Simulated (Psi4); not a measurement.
# C2H2FS− (SMILES F/C=C/[S-]): r2SCAN/def2-SVPD

What is the energy change on altering one bond length of C2H2FS− at r2SCAN/def2-SVPD? 

Program for the calculation: Psi4 1.11.

1 further run of the same task is left out (set aside as unsound or not needed).

**1. The molecule**

C2H2FS−: 6 atoms, total charge -1, spin state singlet. As SMILES, `F/C=C/[S-]`. The shape is that of a GFN2-xTB optimisation.

Bond lengths: F1–C2 1.393 Å, C2–C3 1.333 Å, C3–S4 1.702 Å, C2–H5 1.077 Å, C3–H6 1.089 Å. Angles: F1–C2–C3 121.6°, C2–C3–S4 124.4°, F1–C2–H5 111.6°, C3–C2–H5 126.8°, C2–C3–H6 118.7°, S4–C3–H6 116.9°.

**2. A single-point energy at r2SCAN/def2-SVPD**

The input, job.dat:

```
memory 1.6 GB

molecule {
  -1 1
  F      1.396590     0.836690    -0.899160
  C      0.575410    -0.142130    -0.344180
  C     -0.537520     0.173870     0.318660
  S     -1.591510    -0.961100     1.023910
  H      0.960120    -1.131870    -0.523410
  H     -0.803090     1.224540     0.424180
  symmetry c1
  no_reorient
  no_com
}

set basis def2-SVPD
set reference rks
set puream true
set e_convergence 1e-09
set d_convergence 1e-08
set scf_type pk
set dft_radial_points 99
set dft_spherical_points 590

e_tot, wfn = energy("r2scan", return_wfn=True)
oeprop(wfn, "MULLIKEN_CHARGES", "MAYER_INDICES", "LOWDIN_CHARGES")
```

On the command line:

```bash
$ psi4 job.dat job.out -n 1
```

job.out:

```text
[...]
  Running in c1 symmetry.
[...]
  Nuclear repulsion =  134.221734828224157
[...]
  Multiplicity = 1
[...]
  Nalpha       = 20
  Nbeta        = 20
[...]
    Number of basis functions: 106
[...]
   @RKS iter   1:  -574.80571292708146   -1.27654e-01   6.62998e-03 ADIIS/DIIS
[...]
   @RKS iter  13:  -575.10474688615795   -3.75167e-12   3.41698e-09 DIIS
[...]
    Orbital Energies [Eh]
    ---------------------
    Doubly Occupied:
       1A    -88.271973     2A    -24.333920     3A     -9.923794
       4A     -9.885418     5A     -7.601908     6A     -5.553814
       7A     -5.546790     8A     -5.545253     9A     -0.973708
      10A     -0.561463    11A     -0.434708    12A     -0.350518
      13A     -0.300268    14A     -0.244650    15A     -0.238765
      16A     -0.166739    17A     -0.132887    18A     -0.094337
      19A      0.012101    20A      0.025091
[...]
  @RKS Final Energy:  -575.10474688615795
   => Energetics <=
    Nuclear Repulsion Energy =            134.2217348282241574
    One-Electron Energy =               -1067.7890582012491905
    Two-Electron Energy =                 406.2340680874614236
    DFT Exchange-Correlation Energy =     -47.7714916005943948
    Empirical Dispersion Energy =           0.0000000000000000
    VV10 Nonlocal Energy =                  0.0000000000000000
    Total Energy =                       -575.1047468861579546
[...]
 Multipole Moments:
 ------------------------------------------------------------------------------------
     Multipole            Electronic (a.u.)      Nuclear  (a.u.)        Total (a.u.)
 ------------------------------------------------------------------------------------
 L = 1.  Multiply by 2.5417464519 to convert [e a0] to [Debye]
 Dipole X            :         25.4286107          -23.6413809            1.7872298
 Dipole Y            :         15.3762935          -14.2944175            1.0818760
 Dipole Z            :        -16.3381284           15.1891840           -1.1489444
 Magnitude           :                                                    2.3842650
[...]
  Mulliken Charges: (a.u.)
   Center  Symbol    Alpha    Beta     Spin     Total
       1     F     4.78100  4.78100  0.00000 -0.56200
       2     C     2.64377  2.64377  0.00000  0.71247
       3     C     3.02307  3.02307  0.00000 -0.04614
       4     S     8.47660  8.47660  0.00000 -0.95319
       5     H     0.59049  0.59049  0.00000 -0.18099
       6     H     0.48507  0.48507  0.00000  0.02985
   Total alpha = 20.00000, Total beta = 20.00000, Total charge = -1.00000
  Lowdin Charges: (a.u.)
   Center  Symbol    Alpha    Beta     Spin     Total
[...]
```

Wall time 80 s (1 thread of Intel Xeon Platinum 8259CL at 2.50GHz (Skylake/Cascade Lake), shared host); peak memory 0.65 GiB.

**3. The distorted shape: energy and gradient at r2SCAN/def2-SVPD**

The input, run_ase.py:

```python
import numpy as np
from ase.calculators.psi4 import Psi4
from ase import Atoms

mol = Atoms(['F', 'C', 'C', 'S', 'H', 'H'], positions=[
    [1.554705, 1.006953, -1.004959],
    [0.733525, 0.028133, -0.449979],
    [-0.379405, 0.344133, 0.212861],
    [-1.591510, -0.961100, 1.023910],
    [1.118235, -0.961607, -0.629209],
    [-0.644975, 1.394803, 0.318381],
])
calc = Psi4(atoms=mol, method='r2scan', basis='def2-SVPD', memory='1600MB', num_threads=1, charge=-1, multiplicity=1, label='c2h2fs')
calc.psi4.set_options({'puream': True, 'e_convergence': 1e-09, 'd_convergence': 1e-08, 'scf_type': 'pk', 'dft_radial_points': 99, 'dft_spherical_points': 590})
mol.calc = calc

forces = mol.get_forces()
print(f'energy: {mol.get_potential_energy():.6f} eV')
print('forces / eV A^-1')
print(np.round(forces, 5))
```

On the command line:

```bash
$ python run_ase.py
```

c2h2fs.dat:

```text
[...]
  Running in c1 symmetry.
[...]
  Nuclear repulsion =  127.213373154380179
[...]
  Multiplicity = 1
[...]
  Nalpha       = 20
  Nbeta        = 20
[...]
    Number of basis functions: 106
[...]
   @RKS iter   1:  -574.83395544603661   -3.84808e-01   6.08453e-03 DIIS/ADIIS
[...]
   @RKS iter  13:  -575.09261349265171   -5.68434e-12   3.93955e-09 DIIS
[...]
    Orbital Energies [Eh]
    ---------------------
    Doubly Occupied:
       1A    -88.286020     2A    -24.349709     3A     -9.946900
       4A     -9.905632     5A     -7.611326     6A     -5.565281
       7A     -5.555395     8A     -5.554518     9A     -0.989234
      10A     -0.552320    11A     -0.417617    12A     -0.364089
      13A     -0.313589    14A     -0.254954    15A     -0.253299
      16A     -0.178412    17A     -0.121663    18A     -0.085935
      19A      0.009242    20A      0.015166
[...]
  @RKS Final Energy:  -575.09261349265171
   => Energetics <=
    Nuclear Repulsion Energy =            127.2133731543801787
    One-Electron Energy =               -1053.4946583695352729
    Two-Electron Energy =                 398.8580383638413878
    DFT Exchange-Correlation Energy =     -47.6693666413379660
    Empirical Dispersion Energy =           0.0000000000000000
    VV10 Nonlocal Energy =                  0.0000000000000000
    Total Energy =                       -575.0926134926517079
[...]
 Multipole Moments:
 ------------------------------------------------------------------------------------
     Multipole            Electronic (a.u.)      Nuclear  (a.u.)        Total (a.u.)
 ------------------------------------------------------------------------------------
 L = 1.  Multiply by 2.5417464519 to convert [e a0] to [Debye]
 Dipole X            :          2.3300288           -0.8581518            1.4718769
 Dipole Y            :          1.3628831           -0.4858703            0.8770128
 Dipole Z            :         -1.4991560            0.5531879           -0.9459680
 Magnitude           :                                                    1.9571481
[...]
  -Total Gradient:
     Atom            X                  Y                   Z
    ------   -----------------  -----------------  -----------------
       1        0.000213555371    -0.000509756705    -0.000110588486
       2        0.004168832327    -0.004880058148    -0.002361119228
       3        0.032894172066     0.039218626748    -0.022212173204
       4       -0.035735900943    -0.038119430818     0.023873907453
       5       -0.004258722037     0.008603361150     0.002191514160
       6        0.002642835398    -0.004320719557    -0.001335404783
[...]
```

On the terminal:

```text
energy: -15649.067106 eV
forces / eV A^-1
[[-0.01098  0.02621  0.00569]
 [-0.21437  0.25094  0.12141]
 [-1.69149 -2.0167   1.1422 ]
 [ 1.83761  1.96018 -1.22765]
 [ 0.21899 -0.4424  -0.11269]
 [-0.1359   0.22218  0.06867]]
```

Wall time 88 s (1 thread of Intel Xeon Platinum 8259CL at 2.50GHz (Skylake/Cascade Lake), shared host); peak memory 0.67 GiB.

**4. Summary of results**

Level: r2SCAN/def2-SVPD.

```
                                                              quantity          value
                                             first shape: total energy  -575.10475 Eh
                                              first shape: HOMO energy        0.68 eV
                                              first shape: LUMO energy        4.62 eV
    first shape: HOMO–LUMO gap (to an unbound level, set by the basis)        3.93 eV
                                         distorted shape: total energy  -575.09261 Eh
                                          distorted shape: HOMO energy        0.41 eV
                                          distorted shape: LUMO energy        4.27 eV
distorted shape: HOMO–LUMO gap (to an unbound level, set by the basis)        3.85 eV
                             distorted shape: largest force on an atom     2.954 eV/Å
     energy change with the C3–S4 bond stretched from 1.702 to 1.957 Å       0.330 eV
```

What this shows: With the C3–S4 bond stretched from 1.702 to 1.957 Å the energy rises by 0.33 eV (7.6 kcal/mol). The first shape isn't relaxed at this level, so the change isn't measured from a minimum. The HOMO (first shape) lies at positive energy, 0.68 eV, as semi-local functionals often give for anions; only total energies tell whether the electron is bound. The HOMO (distorted shape) lies at positive energy, 0.41 eV, as semi-local functionals often give for anions; only total energies tell whether the electron is bound.
